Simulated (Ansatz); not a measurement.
An input for C2H4F2 (1,1-difluoroethane)

The species is C2H4F2 (8 atoms), meant as a singlet with charge 0. As SMILES, `CC(F)F`. Geometry: relaxed at PBE0-D4/def2-TZVP.

```xyz
8

C     0.0033    0.7776    0.0233
C    -0.0520   -0.7182   -0.0082
F     0.9255   -1.2434    0.7791
F     0.1682   -1.1721   -1.2719
H     0.9814    1.1119   -0.3254
H    -0.1572    1.1328    1.0418
H    -0.7710    1.1906   -0.6240
H    -1.0061   -1.1364    0.3295
```

Settings wanted:

```yaml
basis_set: 6-311+G**
core_potential: none
task: energy
method: CCSD(T)
dispersion: none
reference: RHF
relativity: none
accuracy: high
frozen_core_orbitals: 4
d_and_f_functions: spherical
```

Task: Give an Ansatz 0.2.0 job that does this.

Result: One that was run (others would do as well):

molecule.yaml:
```yaml
crystal:
  periodic: [false, false, false]
  atoms:
    - symbol: C
      position_ang: [0.003300, 0.777600, 0.023300]
    - symbol: C
      position_ang: [-0.052000, -0.718200, -0.008200]
    - symbol: F
      position_ang: [0.925500, -1.243400, 0.779100]
    - symbol: F
      position_ang: [0.168200, -1.172100, -1.271900]
    - symbol: H
      position_ang: [0.981400, 1.111900, -0.325400]
    - symbol: H
      position_ang: [-0.157200, 1.132800, 1.041800]
    - symbol: H
      position_ang: [-0.771000, 1.190600, -0.624000]
    - symbol: H
      position_ang: [-1.006100, -1.136400, 0.329500]
basis:
  gaussian: {orbitals: 6-311+G_st__st_.json}
correlation: {method: ccsd_t, frozen_orbitals: {C: 1, F: 1, H: 0}}
scf: {omitted_lower_state_checks: [cluster_reference, increment]}
accuracy: high
```

```bash
$ ansatz run molecule.yaml --threads 1 --pin off --max-ram 3480MiB --events-out events.jsonl --progress --plain --runs-dir runs
```

(Basis files named in the input come from the Basis Set Exchange and aren't shown.)

Calculated total energy: -277.78601 Eh.
